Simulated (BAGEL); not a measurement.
**How the cost of UHF grows with the basis: doublet [C4H10O2]+**

[C4H10O2]+: 16 atoms, total charge +1, spin state doublet. As SMILES of the parent species, `COC(C)OC`. The coordinates come from a PBE0-D4/def2-TZVP relaxation. This is one conformer, not always the lowest. That shape belongs to the parent species and isn't relaxed for this state.

UHF (density fitting with tzvpp-jkfit), energy, BAGEL 1.2.2, on 1 thread of Intel Xeon at 2.30GHz, shared host. N is the number of basis functions, t the processor time.

```
      basis    N  t (s)   ln N   ln t
    pcseg-0   74    5.8  4.304  1.758
    pcseg-1  134     12  4.898  2.485
aug-pcseg-1  228     22  5.429  3.091
    pcseg-2  320      ?  5.768      ?
```

**Question.** Fit t = C·Nᵖ to the known rows and estimate the time in pcseg-2.

**Answer.** 
1. Means of the 3 rows: ln N = 4.87700, ln t = 2.4447.
2. Σ(Δln N)² = 0.63347, Σ(Δln N·Δln t) = 0.75108, so the slope is 0.75108/0.63347 = 1.1857.
3. Intercept: 2.4447 − (1.1857) × 4.87700 = -3.3380. The largest residual of the fit is 0.015.
4. ln t = -3.3380 + 1.1857 × 5.768, so t ≈ 33 s.

The run took 42 s, so the estimate is too short by a factor of about 1.3. The fitted power is 1.2, with the electron count fixed. So low a power shows that fixed costs still weigh. Fixed start-up costs flatten the line at the short runs, so it runs low for the long one.
